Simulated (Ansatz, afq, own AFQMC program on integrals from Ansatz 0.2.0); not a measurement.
Integrals from Ansatz 0.2.0, then the random walk in our own AFQMC program (afq).

```yaml
crystal:
  periodic: [false, false, false]
  atoms:
    - {symbol: Zr, position_ang: [0.000000, 0.000000, 0.000000]}
    - {symbol: H, position_ang: [0.000000, 0.000000, 4.141000]}
basis:
  gaussian: {orbitals: def2-TZVP}
magnetization: {spin_polarized: true, initial_magnetization: 3}
correlation: {method: ccsd_t, electrons: outside_noble_gas, hamiltonian_folder: ham}
```

```sh
$ ansatz run in.yaml --threads 1 --pin off --events-out ev --progress --plain --max-ram 16896MiB --backend cuda --devices 0, --max-vram 18GiB
```

Options of the walk:

```
--method phaseless --trial cisd --walkers 4000 --populations 20 --least-time 60 --time-step 0.005 --steps-per-block 50 --equilibration-blocks 40 --max-blocks 4000 --target-error 0.00014 --factor-cut 1e-05 --start spin_pure --seed 1682 --release-times 0.24,0.6,1.2,2,3,4.2 --release-step 0.04 --release-every 3 --taylor-order 6
```

Times are imaginary, in 1/Eh. The walk had a cap of 178 s. With eight or more populations the least sampling time is a fifth of least-time, and the error comes from their spread. Core potentials past Kr, no spin–orbit coupling.

Log:

```
orbitals 42  electrons 4 1  factors 289 of 414
reference energy -46.94308565 Eh
CCSD correlation -0.05205749 Eh in 24 cycles, weight of the determinant in the CISD state 0.8726
energy of the start -46.994570 Eh
 block  time / (1/Eh)  mean weight  energy / Eh
     1     0.250  0.9999  -46.994773
     2     0.500  0.9999  -46.995041
     3     0.750  1.0000  -46.995330
     4     1.000  1.0000  -46.995604
     5     1.250  0.9999  -46.995878
     7     1.750  0.9999  -46.996216
     9     2.250  0.9999  -46.996496
    11     2.750  1.0000  -46.996869
    15     3.750  1.0000  -46.997133
    19     4.750  1.0000  -46.997266
    23     5.750  1.0000  -46.997537
    27     6.750  0.9999  -46.997652
    31     7.750  1.0000  -46.997592
    35     8.750  1.0000  -46.997835
    37     9.250  0.9999  -46.997972
    39     9.750  0.9999  -46.997970
    43    10.750  1.0000  -46.997828
    47    11.750  0.9999  -46.997968
    51    12.750  1.0002  -46.997797
    55    13.750  1.0000  -46.997455
    59    14.750  0.9999  -46.997732
    63    15.750  1.0001  -46.997554
    67    16.750  1.0001  -46.997430
    71    17.750  1.0001  -46.997829
    75    18.750  0.9997  -46.997854
    79    19.750  0.9996  -46.997277
    83    20.750  1.0001  -46.997400
    87    21.750  0.9997  -46.997226
    89    22.250  1.0000  -46.997629
error from the spread of 20 populations
released: time / (1/Eh)  energy / Eh  error  mean overlap
  0.24  -46.997580  0.000092  0.9992
  0.60  -46.997740  0.000052  0.9999
  1.20  -46.997895  0.000543  1.0006
  2.00  -46.998069  0.000063  0.9996
  3.00  -46.998214  0.000132  1.0009
  4.20  -46.999895  0.001590  1.0085
energy -46.997615 +/- 0.000046 Eh
(rows thinned)
```

The run passed its tests (sampling time, drift between the halves within three errors, error under three times the target), which doesn't prove that it has relaxed. The second half of the sampling lies above the first by 1.6 errors of their difference, so the energy may still be moving and its error bar be too small.

Against this walk (error 1.2 meV) on the same determinant: CCSD(T) 6.5 meV higher, CCSDT(Q) 27.5 meV lower, CCSDTQ 28.5 meV lower, full CI 28.5 meV lower. The error is statistical and leaves out the bias of the constraint. The determinant has ⟨S²⟩ = 3.88, so the low cluster orders mix in higher spin, while the walk starts as a pure quartet. The released energies have errors that jump between times, so the bars are unsure (meV from the phaseless value at times in 1/Eh: -3.4 ± 1.4 at 0.60, -8 ± 15 at 1.20, -12.4 ± 1.7 at 2.00, -16 ± 4 at 3.00, -62 ± 43 at 4.20), so they give no level; they do show a bias of the constraint, and the last of them that isn't too noisy lies 12 meV above full CI. Full CI is exact here, so the walk's 28 meV above it is the walk's own error: the bias of the constraint with this trial, or a walk that hasn't relaxed.

Cautions: constraint bias not in the error; no spin-orbit coupling; outer-core shells of the metal frozen; lower spins were not checked; strong correlation (T1 0.059, weight of the determinant 0.87, largest double 0.09); unrestricted determinant spin contaminated (⟨S²⟩ 3.88 against 3.75).

The walk took 36 s on 1 × NVIDIA H100 80GB HBM3 with 2 threads of AMD EPYC 7R13 Processor (Zen 3), on a shared host (the card was shared). The log's last line is the phaseless energy.

CCSDT and higher add their correlation energy to the determinant of the CCSD(T) run, since their own runs factorise the integrals more tightly (a shift of under 2 meV).
